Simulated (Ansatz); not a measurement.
# Ruthenium, hcp under PBE: convergence with the plane-wave cutoff

Aim: find which plane-wave cutoff is enough for energy and pressure. The geometry was relaxed under PBE beforehand and stays fixed; 9 values are run, from 150 to 800 eV. Wanted are the values from which on the energy stays within 10 and 1 meV/atom, and the pressure within 0.5 GPa, of the last run. Within the series other settings stay, but some runs also write fields, which adds to their time. Spin polarisation is left out.

Program: Ansatz 0.2.0. Level of theory: DFT PBE, plane waves with PAW, scalar-relativistic. These are calculated values, not measurements.

## (1) Starting point

Symmetry: P6_3/mmc, No. 194, hexagonal system. Conventional cell: a = 2.724 Å, b = 2.724 Å, c = 4.289 Å, α = 90.00°, β = 90.00°, γ = 120.00°. Ru (site symmetry -6m2) has 12 Ru at 2.66 to 2.72 Å as nearest neighbours.

Coordinates:

```
Ru
1.0
     2.72356    0.00000    0.00000
    -1.36178    2.35867    0.00000
     0.00000    0.00000    4.28908
Ru
2
Direct
  0.33333 0.66667 0.25000
  0.66667 0.33333 0.75000
```

## (2) A run at the usual settings, for scale

Input file input.yaml:

```yaml
crystal:
  lattice:
    - [2.7235595794, 0.0, 0.0]
    - [-1.3617797897, 2.3586717845, 0.0]
    - [0.0, 0.0, 4.2890849607]
  atoms:
    - { symbol: Ru, position: [0.3333333333, 0.6666666667, 0.25] }
    - { symbol: Ru, position: [0.6666666667, 0.3333333333, 0.75] }
hamiltonian:
  xc: pbe
  pseudopotentials:
    kind: paw
    azcp:
      Ru: "pseudopotentials/Ru.paw.azcp"
basis:
  ecutwfc: 420
  fft_grid_basis: typed
kpoints:
  mp_grid: { grid: [22, 22, 12], shift: [0, 0, 0] }
magnetization:
  spin_polarized: false
scf:
  occupations: { method: fermi_dirac, width: 0.1 }
  lower_state_search: "off"
output:
  stress: true
  write_density: true
  write_potential: true
  elf: true
  volumetric_format: npy
```

Command:

```bash
$ ansatz run input.yaml --threads 1 --pin off --max-ram 3584MiB --backend cpu --events-out ev --progress --plain --runs-dir out
```

## (3) With a cutoff of 150 eV

The run at 150 eV.

Changes to input.yaml since step 2:

```diff
@@ -15,6 +15,6 @@
 basis:
-  ecutwfc: 420
+  ecutwfc: 150
   fft_grid_basis: typed
 kpoints:
-  mp_grid: { grid: [22, 22, 12], shift: [0, 0, 0] }
+  mp_grid: { grid: [13, 13, 7], shift: [0, 0, 0] }
 magnetization:
```

## (4) With a cutoff of 200 eV

The run at 200 eV.

Changes to input.yaml since step 3:

```diff
@@ -15,3 +15,3 @@
 basis:
-  ecutwfc: 150
+  ecutwfc: 200
   fft_grid_basis: typed
@@ -26,5 +26 @@
   stress: true
-  write_density: true
-  write_potential: true
-  elf: true
-  volumetric_format: npy
```

## (5) With a cutoff of 250 eV

The run at 250 eV.

Changes to input.yaml since step 4:

```diff
@@ -15,3 +15,3 @@
 basis:
-  ecutwfc: 200
+  ecutwfc: 250
   fft_grid_basis: typed
```

## (6) With a cutoff of 300 eV

The run at 300 eV.

Changes to input.yaml since step 5:

```diff
@@ -15,3 +15,3 @@
 basis:
-  ecutwfc: 250
+  ecutwfc: 300
   fft_grid_basis: typed
@@ -26 +26,5 @@
   stress: true
+  write_density: true
+  write_potential: true
+  elf: true
+  volumetric_format: npy
```

## (7) With a cutoff of 350 eV

The run at 350 eV.

Changes to input.yaml since step 6:

```diff
@@ -15,3 +15,3 @@
 basis:
-  ecutwfc: 300
+  ecutwfc: 350
   fft_grid_basis: typed
@@ -26,5 +26 @@
   stress: true
-  write_density: true
-  write_potential: true
-  elf: true
-  volumetric_format: npy
```

## (8) With a cutoff of 420 eV

The run at 420 eV.

Changes to input.yaml since step 7:

```diff
@@ -15,3 +15,3 @@
 basis:
-  ecutwfc: 350
+  ecutwfc: 420
   fft_grid_basis: typed
@@ -26 +26,5 @@
   stress: true
+  write_density: true
+  write_potential: true
+  elf: true
+  volumetric_format: npy
```

## (9) With a cutoff of 500 eV

The run at 500 eV.

Changes to input.yaml since step 8:

```diff
@@ -15,3 +15,3 @@
 basis:
-  ecutwfc: 420
+  ecutwfc: 500
   fft_grid_basis: typed
@@ -26,5 +26 @@
   stress: true
-  write_density: true
-  write_potential: true
-  elf: true
-  volumetric_format: npy
```

## (10) With a cutoff of 600 eV

The run at 600 eV.

Changes to input.yaml since step 9:

```diff
@@ -15,3 +15,3 @@
 basis:
-  ecutwfc: 500
+  ecutwfc: 600
   fft_grid_basis: typed
```

## (11) With a cutoff of 800 eV

The run at 800 eV.

Changes to input.yaml since step 10:

```diff
@@ -15,3 +15,3 @@
 basis:
-  ecutwfc: 600
+  ecutwfc: 800
   fft_grid_basis: typed
```

(Steps that only read results are left out.)

**Question.** What will these runs give?

**Answer**, as computed:

| quantity | value |
| --- | --- |
| E(σ → 0) stays within 10 meV/atom of 800 eV | from 420 eV on |
| E(σ → 0) stays within 1 meV/atom | from 500 eV on |
| pressure stays within 0.5 GPa | from 350 eV on |
| pressure at 800 eV | 0.02 GPa |
| CPU time, dearest over cheapest | 5.1 |
| run at the usual settings (mesh 22×22×12 against the series' 13×13×7, 420 eV) | -2.6 meV/atom from 800 eV, -0.03 GPa |

In words: The far end, 150 eV, lies +43074 meV/atom and -198.2 GPa from the yardstick. Each step up in cutoff lowers the energy. Total energies within 1 meV/atom need 500 eV; differences between like structures often settle sooner.
